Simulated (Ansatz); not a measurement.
# CH₄BN (SMILES BN=C): functionals against CCSD(T) at one geometry

A test off equilibrium: a structure displaced at random from a GFN2-xTB minimum is computed at several levels, and each is set against CCSD(T).

Computed with Ansatz 0.2.0, Gaussian basis. Level: single points in def2-TZVPP.

Cores are frozen in the correlated methods.

**1. Where the work starts**

7 atoms, charge 0, spin multiplicity 1.

Atoms are counted from 1 here; the program's logs count them from 0.

Bond lengths: B1–N2 1.333 Å, B1–H4 1.306 Å, B1–H5 1.239 Å, N2–C3 1.288 Å, C3–H6 1.192 Å, C3–H7 1.092 Å. Angles: N2–B1–H4 116.8°, N2–B1–H5 118.6°, H4–B1–H5 122.9°, B1–N2–C3 176.6°, N2–C3–H6 116.5°, N2–C3–H7 124.4°, H6–C3–H7 119.0°.

Coordinates:

```xyz
7
charge 0, multiplicity 1
B    -0.9897    0.4032   -0.7623
N     0.0063   -0.0129    0.0192
C     0.9916   -0.3432    0.7803
H    -2.0523   -0.3537   -0.8149
H    -0.7638    1.3040   -1.5821
H     1.7773   -1.1165    0.3276
H     1.1610    0.0595    1.7814
```

**2. CCSD(T)/def2-TZVPP**

Contents of run/in.yaml:

```yaml
crystal:
  periodic: [false, false, false]
  atoms:
    - {symbol: B, position_ang: [-0.989700, 0.403200, -0.762300]}
    - {symbol: N, position_ang: [0.006300, -0.012900, 0.019200]}
    - {symbol: C, position_ang: [0.991600, -0.343200, 0.780300]}
    - {symbol: H, position_ang: [-2.052300, -0.353700, -0.814900]}
    - {symbol: H, position_ang: [-0.763800, 1.304000, -1.582100]}
    - {symbol: H, position_ang: [1.777300, -1.116500, 0.327600]}
    - {symbol: H, position_ang: [1.161000, 0.059500, 1.781400]}
basis:
  gaussian: {orbitals: def2-TZVPP}
correlation: {method: ccsd_t}
output: {forces: true}
```

The command line of these runs was not kept.

**3. PBE0-D4/def2-TZVPP**

run/in.yaml, as its differences from that of step 2:

```diff
@@ -12,3 +12,3 @@
   gaussian: {orbitals: def2-TZVPP}
-correlation: {method: ccsd_t}
-output: {forces: true}
+hamiltonian: {xc: pbe0, dispersion: d4}
+output: {forces: true, orbitals: {seedname: orbitals}}
```

**4. wB97M-V/def2-TZVPP**

run/in.yaml, as its differences from that of step 3:

```diff
@@ -12,3 +12,3 @@
   gaussian: {orbitals: def2-TZVPP}
-hamiltonian: {xc: pbe0, dispersion: d4}
-output: {forces: true, orbitals: {seedname: orbitals}}
+hamiltonian: {xc: {name: wB97M-V}}
+output: {forces: true}
```

**5. r2SCAN-D4/def2-TZVPP**

run/in.yaml, as its differences from that of step 4:

```diff
@@ -12,3 +12,3 @@
   gaussian: {orbitals: def2-TZVPP}
-hamiltonian: {xc: {name: wB97M-V}}
+hamiltonian: {xc: r2scan, dispersion: d4}
 output: {forces: true}
```

**6. PBE-D4/def2-TZVPP**

run/in.yaml, as its differences from that of step 5:

```diff
@@ -12,3 +12,3 @@
   gaussian: {orbitals: def2-TZVPP}
-hamiltonian: {xc: r2scan, dispersion: d4}
+hamiltonian: {xc: pbe, dispersion: d4}
 output: {forces: true}
```

**7. HSE06-D4/def2-TZVPP**

run/in.yaml, as its differences from that of step 6:

```diff
@@ -12,3 +12,3 @@
   gaussian: {orbitals: def2-TZVPP}
-hamiltonian: {xc: pbe, dispersion: d4}
+hamiltonian: {xc: hse06, dispersion: d4}
 output: {forces: true}
```

**8. LC-wPBE/def2-TZVPP**

run/in.yaml, as its differences from that of step 7:

```diff
@@ -12,3 +12,3 @@
   gaussian: {orbitals: def2-TZVPP}
-hamiltonian: {xc: hse06, dispersion: d4}
+hamiltonian: {xc: {name: LC-wPBE}}
 output: {forces: true}
```

(Steps that only read results are left out.)

What does the calculation give? Wanted: energy less free atoms, CCSD(T)/def2-TZVPP; RMS force component; RMS force error; HOMO and LUMO, PBE0-D4; T1 diagnostic.

**Answer**, as computed:

| quantity | value |
| --- | --- |
| energy less free atoms, CCSD(T)/def2-TZVPP | -609.2 kcal/mol |
| RMS force component | 1.284 to 1.624 eV/Å over the methods |
| RMS force error | PBE0-D4 0.299, wB97M-V 0.247, r2SCAN-D4 0.252, PBE-D4 0.258, HSE06-D4 0.296, LC-wPBE 0.341 eV/Å |
| HOMO and LUMO, PBE0-D4 | -8.11 and -1.30 eV |
| T1 diagnostic | 0.017 |

**Reading.** Against CCSD(T) the functionals' energies less atoms differ by -42.2 to -17.3 kcal/mol, PBE-D4 by -42.2 kcal/mol. CCSD(T) in triple zeta still lacks some correlation energy of the bonds, so part of these gaps is its own basis error and they don't rank the functionals. The forces of wB97M-V come nearest to CCSD(T), those of LC-wPBE are farthest. Frozen-core CCSD(T) forces in triple zeta carry basis errors of their own, and this is one geometry, so small gaps rank nothing. The restricted Hartree–Fock reference is unstable towards an unrestricted one at one or more of these structures.
